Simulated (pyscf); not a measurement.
PySCF, gas phase, ωB97X-D3(BJ)/def2-SVP geometries. Correlated levels are frozen-core, on RHF or UHF. ΔMP2 is the change of the MP2 total energy from the triple- to the quadruple-zeta basis.

Estimate by transition-state theory (the high-pressure limit) the rate constant of C⁻≡N⁺–CH₃ (SMILES [C-]#[N+]C) → H₃C–C≡N (SMILES CC#N) (singlet surface; C–N broken, C–C formed) at 1200 K, with CCSD(T)/def2-TZVPP + ΔMP2(QZVPP) energies (ideal gas, 1 atm, RRHO with modes under 100 cm⁻¹ raised to 100, one conformer, R ln 2 for rigid chiral ones; no tunnelling).

The electronic barrier is 40.0 kcal/mol and the thermal terms add -3.8, so ΔG‡ = 36.1 kcal/mol. With k_BT/h = 2.50e+13 s⁻¹ and RT = 2.385 kcal/mol, k = 6.6e+06 s⁻¹; so small a molecule is far into fall-off at 1 atm, where the true rate is lower. Wigner's tunnelling factor for 447i cm⁻¹ would be 1.01. A shift of 1 kcal/mol in the barrier changes k by a factor 1.5. This is the saddle that the search found; another between the same sides may lie lower. The CCSD(T) − MP2 part came from Ansatz, without density fitting, on the same reference.
